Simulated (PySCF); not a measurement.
# Core-level binding energies of formimide

Formimide, C2H3NO2.
SMILES with atom numbers: `[O:1]=[CH:2][NH:3][CH:4]=[O:5]`

Method: delta-SCF UKS SCAN, pcX-2 on the ionised atom, pcseg-1 elsewhere, spin-free X2C in PySCF 2.14.0. Each binding energy is the total energy of the core-ionised species, with the hole localised on one atom, minus that of the ground state; both are solved self-consistently, so orbital relaxation is included.

Task: What binding energy does each computed site have?

Result: 
```json
{"atom(s)": "O1/O5", "environment": "amide oxygen", "level": "O 1s", "binding energy (eV)": "538.19", "count": "2"}
{"atom(s)": "C2/C4", "environment": "amide carbonyl carbon", "level": "C 1s", "binding energy (eV)": "294.78", "count": "2"}
{"atom(s)": "N3", "environment": "amide nitrogen", "level": "N 1s", "binding energy (eV)": "407.13", "count": "1"}
```

Task: Which photon energy gives electrons from O 1s of O1/O5 a kinetic energy of 150 eV, and what is their de Broglie wavelength?

Result: hν = 538.19 + 150 = 688.19 eV, recoil neglected; λ = 12.264 Å/√(E/eV) = 1.00 Å.

Atoms equivalent by their bonding share one computed value, that of the first of them. One conformer (not necessarily the lowest) at the GFN2-xTB geometry, without solvent, vibrations or thermal averaging.

Conformer computed: `[O:1]=[CH:2][NH:3][CH:4]=[O:5]`: O1–C2–N3–C4 0°, C2–N3–C4–O5 0°.
